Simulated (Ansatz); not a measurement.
The input, for Ansatz 0.2.0:

```yaml
crystal:
  periodic: [false, false, false]
  atoms:
    - {symbol: Cl, position_ang: [0.000000, 0.000000, -1.326333]}
    - {symbol: H, position_ang: [0.000000, 0.000000, 0.036667]}
    - {symbol: H, position_ang: [0.000000, 0.000000, 1.289667]}
basis:
  gaussian: {orbitals: cc-pVDZ}
magnetization: {spin_polarized: true, initial_magnetization: 1}
correlation: {method: ccsdtq, electrons: outside_noble_gas}
```

```sh
$ ansatz run in.yaml --threads 2 --pin off --events-out ev --progress --plain --max-ram 16896MiB --backend cuda --devices 0, --max-vram 18GiB
```

The program prints:

```
482 factors; integrals over basis functions are off by at most 1.4e-7 eV
mean field evaluation 1: about -12531.8379 eV, gradient 9.1e0 eV
mean field evaluation 2: about -12531.8452 eV, gradient 9.1e0 eV
mean field evaluation 4: about -12532.7984 eV, gradient 1.7e0 eV
mean field evaluation 8: about -12532.8481 eV, gradient 1.3e-1 eV
mean field evaluation 16: about -12532.6476 eV, gradient 3.7e0 eV
mean field evaluation 32: about -12529.3286 eV, gradient 3.1e-3 eV
mean field -12532.84859358 eV, -460.5736907441 hartree, gradient 2.4e-6 eV, S^2 0.762986; 0 other end points of the search recorded, 0 dependent functions left out
5 core orbitals not correlated: weight in the atoms' cores, before any rotation towards them, 1.000 or more for the frozen orbitals, at most 0.000 for the correlated occupied ones
reference -12532.84859358 eV, -460.5736907441 hartree; 5, 4 occupied and 18, 19 virtual orbitals, 482 factors
second order -4.11134151 eV of doubles, -0.00000000 eV of singles
cycle   1  -4.47668917 eV  change   -3.7e-1 eV  update   4.3e-2
cycle   2  -4.67688494 eV  change   -2.0e-1 eV  update   1.9e-2
cycle   3  -4.69044246 eV  change   -1.4e-2 eV  update   8.6e-3
cycle   4  -4.68982031 eV  change    6.2e-4 eV  update   4.5e-3
cycle   5  -4.69374083 eV  change   -3.9e-3 eV  update   2.2e-3
cycle   6  -4.69402887 eV  change   -2.9e-4 eV  update   1.1e-3
cycle   7  -4.69397749 eV  change    5.1e-5 eV  update   3.8e-4
cycle   8  -4.69412311 eV  change   -1.5e-4 eV  update   1.8e-4
cycle   9  -4.69418122 eV  change   -5.8e-5 eV  update   4.7e-5
cycle  10  -4.69414611 eV  change    3.5e-5 eV  update   2.2e-5
cycle  11  -4.69415854 eV  change   -1.2e-5 eV  update   9.6e-6
cycle  12  -4.69416076 eV  change   -2.2e-6 eV  update   2.9e-6
cycle  13  -4.69416099 eV  change   -2.3e-7 eV  update   1.5e-6
cycle  14  -4.69416118 eV  change   -1.9e-7 eV  update   5.1e-7
Total energy: -12537.54275476 eV, -460.7461979856 hartree
```

For the same geometry and basis full CI lies 0.3 meV lower.

Ran on 2 threads of AMD EPYC 7R13 with a shared H100 80 GB, shared host: 19 s wall, 0.86 GiB peak host memory.
